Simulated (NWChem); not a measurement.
The numbers come from NWChem runs, not from measurements. System: O2S, charge 0, spin multiplicity 1, displaced from the optimised geometry.

Input file:

```
start mol
memory heap 100 mb stack 700 mb global 1900 mb
geometry units angstroms nocenter noautoz noautosym
  O      1.250381     0.000000    -0.371341
  S      0.000000     0.000000     0.371341
  O     -2.188167     0.000000    -0.928353
end
basis spherical
  * library cc-pvdz
end
scf
  rhf
  nopen 0
  maxiter 100
  thresh 1e-7
  semidirect memsize 60000000 filesize 0
end
tce
  freeze core 7
  cr-ccsd(t)
  2eorb
  2emet 13
  thresh 1e-6
  maxiter 100
  tilesize 24
end
task tce energy
```

The output up to the point where the run's verdict is printed (cleaned and shortened):

```
             Northwest Computational Chemistry Package (NWChem) 7.3.0
             --------------------------------------------------------

                                NWChem Input Module
                                -------------------

 Scaling coordinates for geometry "geometry" by  1.889725989
 (inverse scale =  0.529177249)

                             Geometry "geometry" -> ""
                             -------------------------

 Output coordinates in angstroms (scale by  1.889725989 to convert to a.u.)

  No.       Tag          Charge          X              Y              Z
 ---- ---------------- ---------- -------------- -------------- --------------
    1 O                    8.0000     1.25038100     0.00000000    -0.37134100
    2 S                   16.0000     0.00000000     0.00000000     0.37134100
    3 O                    8.0000    -2.18816700     0.00000000    -0.92835300

 Effective nuclear repulsion energy (a.u.)      82.9118722619

            Nuclear Dipole moment (a.u.)
            ----------------------------
        X                 Y               Z
 ---------------- ---------------- ----------------
   -14.1772686074     0.0000000000    -8.4208004188


 Summary of "ao basis" -> "" (spherical)
 ------------------------------------------------------------------------------
       Tag                 Description            Shells   Functions and Types
 ---------------- ------------------------------  ------  ---------------------
 *                          cc-pvdz                   on all atoms

 Summary of "ao basis" -> "ao basis" (spherical)
 ------------------------------------------------------------------------------
       Tag                 Description            Shells   Functions and Types
 ---------------- ------------------------------  ------  ---------------------
 O                          cc-pvdz                  6       14   3s2p1d
 S                          cc-pvdz                  8       18   4s3p1d

                                 NWChem SCF Module
                                 -----------------

  ao basis        = "ao basis"
[...]
   43   0.0165588123526  -0.4885963049779     0.1     0.1
   44   0.0171415008614  -0.4890581679664     0.1     0.1
   45   0.0170493902961  -0.4894057690572     0.1     0.1
   46   0.0160636616427  -0.4860227760502     0.1     0.1
   47   0.0177853900729  -0.4864278010258     0.1     0.1
   48   0.0157021353564  -0.4868792328241     0.1     0.1
   49   0.0162697949475  -0.4872239563049     0.1     0.1
   50   0.0159606670931  -0.4876546413844     0.1     0.1
   51   0.0150028464220  -0.4864306506944     0.1     0.1
   52   0.0168066208395  -0.4869490835702     0.1     0.1
   53   0.0156398262050  -0.4872360479171     0.1     0.1
   54   0.0160903529631  -0.4876851553510     0.1     0.1
   55   0.0160963478961  -0.4879725613176     0.1     0.1
   56   0.0150219314588  -0.4853655829417     0.1     0.1
   57   0.0165539455206  -0.4857080230473     0.1     0.1
   58   0.0149503783986  -0.4861475664193     0.1     0.1
   59   0.0154208930526  -0.4864470177370     0.1     0.1
   60   0.0152112444205  -0.4868540830794     0.1     0.1
   61   0.0142359126563  -0.4856264980253     0.1     0.1
   62   0.0161449869311  -0.4860874818712     0.1     0.1
   63   0.0148606970527  -0.4863910123293     0.1     0.1
   64   0.0154064322388  -0.4867996728518     0.1     0.1
   65   0.0153288477895  -0.4870910347429     0.1     0.1
   66   0.0141174733498  -0.4848281918283     0.1     0.1
   67   0.0157741247184  -0.4851119225640     0.1     0.1
   68   0.0141742758601  -0.4855276899757     0.1     0.1
   69   0.0147061184341  -0.4857944311160     0.1     0.1
   70   0.0144954690576  -0.4861757794466     0.1     0.1
   71   0.0133902820112  -0.4849625068620     0.1     0.1
   72   0.0154175815769  -0.4853626931139     0.1     0.1
   73   0.0140773815759  -0.4856663339202     0.1     0.1
   74   0.0147076669151  -0.4860349321092     0.1     0.1
   75   0.0145730225632  -0.4863198339214     0.1     0.1
   76   0.0133248702820  -0.4842039179114     0.1     0.1
   77   0.0151208803088  -0.4844578918737     0.1     0.1
   78   0.0133883289195  -0.4848539394314     0.1     0.1
   79   0.0140040044297  -0.4851037887304     0.1     0.1
   80   0.0137497638133  -0.4854612979176     0.1     0.1
   81   0.0127477557397  -0.4841111728775     0.1     0.1
   82   0.0144312223765  -0.4844932241002     0.1     0.1
   83   0.0132183250684  -0.4847413676400     0.1     0.1
   84   0.0137151488886  -0.4851027119511     0.1     0.1
   85   0.0136443870965  -0.4853339226311     0.1     0.1
   86   0.0124855766078  -0.4838655950589     0.1     0.1
   87   0.0141829498213  -0.4841060144401     0.1     0.1
   88   0.0128386885979  -0.4844707086845     0.1     0.1
   89   0.0134074058994  -0.4847105920151     0.1     0.1
   90   0.0132323214227  -0.4850406539721     0.1     0.1
   91   0.0122183332653  -0.4835525094666     0.1     0.1
   92   0.0138108917459  -0.4839084351467     0.1     0.1
   93   0.0125765419479  -0.4841446624198     0.1     0.1
   94   0.0130628380224  -0.4844853687412     0.1     0.1
   95   0.0129667045376  -0.4847030577278     0.1     0.1
   96   0.0118996920837  -0.4834792903620     0.1     0.1
   97   0.0135168719471  -0.4836962326875     0.1     0.1
   98   0.0122711904820  -0.4840406729105     0.1     0.1
   99   0.0128231216397  -0.4842623114661     0.1     0.1
  100   0.0126708965871  -0.4845735737046     0.1     0.1
  0 ga offset                   0 size_xx_perproc                 270mx    1
 WRITE TENSOR
  filename: ./mol.t1amp.000000
  unit nr:       79
  file size:            270
  rec_mem (KB):     2048
  rec_size:         262144
  number of tasks:            1
  0 ga offset                   0 size_xx_perproc              127575mx    1
 WRITE TENSOR
  filename: ./mol.t2amp.000000
  unit nr:       80
  file size:         127575
  rec_mem (KB):     2048
  rec_size:         262144
  number of tasks:            1
 ------------------------------------------------------------------------
```

Convergence was not reached. The next line reads: ccsd_energy_loc: maxiter exceeded 101. NWChem stopped with the message: ccsd_energy_loc: maxiter exceeded 101.
